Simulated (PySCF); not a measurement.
Results of PBE in PySCF (GTH pseudopotentials, Gaussian basis) for rock-salt SnTe (cubic form, which distorts at low temperature).

The same calculation (at the measured cell, 31.495 Å³/atom) with different numerical settings; throughout: k mesh 2×2×2:

| run | basis | gap on the mesh (eV) | total energy (eV/atom) |
|---|---|---|---|
| 1 | DZ | 0.178 | -157.9288 |
| 2 | TZ | 0.165 | -158.0453 |
| 3 | QZ | 0.162 | -158.0716 |

In the column total energy (eV/atom) the first row differs from the last by +0.1428 and the next to last by +0.0263.

The last row is no converged limit: other settings stay fixed.

Spin–orbit coupling is not included.

Note: symmetry holds this phase in the static calculation, where it need not be a minimum.
